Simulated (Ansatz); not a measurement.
This Ansatz (a first-principles code) input (B3LYP/aug-cc-pVQZ) gives -238.43562 Eh with 286 basis functions.

Ansatz 0.2 input:
```yaml
crystal:
  periodic: [false, false, false]
  atoms:
    - {symbol: C, position_ang: [0.03744685, 0.00324337, 0.50825858]}
    - {symbol: F, position_ang: [-0.03836255, 1.09650981, -0.24435931]}
    - {symbol: F, position_ang: [-0.08494317, -1.09763667, -0.22692580]}
    - {symbol: H, position_ang: [0.88507040, -0.00931849, 1.19201449]}
basis:
  gaussian:
    orbitals: aug-cc-pVQZ
hamiltonian:
  xc: {name: B3LYP}
magnetization: {spin_polarized: true, initial_magnetization: 1}
```

Change:
```diff
- orbitals: aug-cc-pVQZ
+ orbitals: STO-3G
```

What does the run give now?

-234.92602 Eh (B3LYP/STO-3G, 16 functions), a change of +3509.60 mEh.
